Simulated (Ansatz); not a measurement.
in.yaml

```yaml
crystal:
  periodic: [false, false, false]
  atoms:
    - {symbol: Br, position_ang: [0.000000, 0.000000, 0.000000]}
    - {symbol: Be, position_ang: [0.000000, 0.000000, 7.536000]}
basis:
  gaussian: {orbitals: aug-cc-pVDZ}
total_charge: -1
magnetization: {spin_polarized: false}
correlation: {method: ccsdt_q, electrons: outside_noble_gas}
```

```sh
$ ansatz run in.yaml --threads 1 --pin off --events-out ev --progress --plain --max-ram 2393MiB
```

The program prints:

```
976 factors; integrals over basis functions are off by at most 1.6e-7 eV
mean field evaluation 1: about -70396.7710 eV, gradient 4.7e0 eV
mean field evaluation 2: about -70396.7718 eV, gradient 4.7e0 eV
mean field evaluation 4: about -70396.8199 eV, gradient 2.6e-1 eV
mean field evaluation 8: about -70396.8203 eV, gradient 2.5e-6 eV
mean field -70396.82033630 eV, -2587.0354306803 hartree, gradient 6.5e-6 eV, S^2 0.000000; 0 other end points of the search recorded, 0 dependent functions left out; unrestricted orbitals would lower it
mean field evaluation 16: about -70396.7269 eV, gradient 7.4e0 eV
15 core orbitals not correlated: weight in the atoms' cores, before any rotation towards them, 1.000 or more for the frozen orbitals, at most 0.000 for the correlated occupied ones
reference -70396.82033630 eV, -2587.0354306803 hartree; 5, 5 occupied and 39, 39 virtual orbitals, 976 factors
second order -4.25564435 eV of doubles, -0.00000000 eV of singles
cycle   1  -4.74264620 eV  change   -4.9e-1 eV  update   8.8e-2
cycle   2  -5.10073103 eV  change   -3.6e-1 eV  update   4.5e-2
cycle   3  -5.17521210 eV  change   -7.4e-2 eV  update   2.2e-2
cycle   4  -5.15519803 eV  change    2.0e-2 eV  update   4.2e-3
cycle   5  -5.15553923 eV  change   -3.4e-4 eV  update   1.9e-3
cycle   6  -5.15628772 eV  change   -7.5e-4 eV  update   7.7e-4
cycle   7  -5.15607687 eV  change    2.1e-4 eV  update   3.6e-4
cycle   8  -5.15581376 eV  change    2.6e-4 eV  update   1.5e-4
cycle   9  -5.15574258 eV  change    7.1e-5 eV  update   6.2e-5
cycle  10  -5.15579146 eV  change   -4.9e-5 eV  update   3.4e-5
cycle  11  -5.15578070 eV  change    1.1e-5 eV  update   2.8e-5
cycle  12  -5.15578940 eV  change   -8.7e-6 eV  update   2.9e-5
cycle  13  -5.15579207 eV  change   -2.7e-6 eV  update   2.3e-5
cycle  14  -5.15579309 eV  change   -1.0e-6 eV  update   3.1e-5
cycle  15  -5.15579264 eV  change    4.5e-7 eV  update   2.7e-5
cycle  16  -5.15579208 eV  change    5.7e-7 eV  update   3.1e-5
cycle  17  -5.15579188 eV  change    2.0e-7 eV  update   2.4e-5
cycle  18  -5.15579176 eV  change    1.2e-7 eV  update   1.5e-5
cycle  19  -5.15579169 eV  change    6.4e-8 eV  update   4.5e-6
cycle  20  -5.15579172 eV  change   -2.6e-8 eV  update   1.6e-6
cycle  21  -5.15579172 eV  change   -1.1e-9 eV  update   8.3e-7
perturbative correction -0.00733172 eV, -0.0002694356 hartree
Total energy: -70401.98345973 eV, -2587.2251719669 hartree
```

Ran on 1 thread of Intel Xeon, shared host: 30 s wall, 0.28 GiB peak host memory.
